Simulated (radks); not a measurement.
# Mg³⁺ in [He] 2s2 2p4 3p1: an all-electron calculation

An exercise on one series of results from a longer session: the logs are not shown, and one member is left open.

Program: radks (a radial shooting solver on a logarithmic mesh, Libxc functionals) version 1. Level of theory: Dirac Kohn-Sham, LDA (Slater exchange, Perdew-Wang correlation), spin-unpolarised, spherical densities, point nucleus; open shells are shared between the two j in proportion to 2j + 1. These are calculated values, not measurements, unless marked.

## The atom as given

- element: magnesium (Z = 12)
- charge: +3
- electrons: 9
- configuration: [He] 2s2 2p4 3p1

The outer shells:

Mg³⁺
```
[He] core
2s [↑↓]
2p [↑↓][↑ ][↑ ]
3p [↑ ][  ][  ]
```

Set-up of the first run:

The run's settings:

```text
Z 12
configuration [He] 2s2 2p4 3p1 3s0 3d0
relativity Dirac
functional lda,pw
spin unpolarised
j_filling average
nucleus point
c 137.035999084
```

Started as:

```console
$ python run_ks.py task.json out
```

This one command runs every case of the session in turn.

One table of the session follows, with a row left open; its other results are not shown here.

It belongs to the step «Shells». Radial moments (bohr):

```
level     <r>  outermost maximum (interpolated)  90 % within  nodes
1s1/2       ?                                 ?            ?      ?
2s1/2  0.6542                             0.530         1.03      1
2p1/2  0.6095                             0.449         1.02      0
2p3/2  0.6111                             0.450         1.02      0
3s1/2   2.002                              1.79         2.95      2
3p1/2   2.159                              1.92         3.22      1
3p3/2   2.162                              1.92         3.23      1
3d3/2   2.387                              2.02         3.68      0
3d5/2   2.387                              2.02         3.68      0
```

**Question.** Estimate the row for 1s1/2.

**Answer.** <r>: 0.1310; outermost maximum (interpolated): 0.0854; 90 % within: 0.234; nodes: 0. In the column «<r>» it is the lowest.
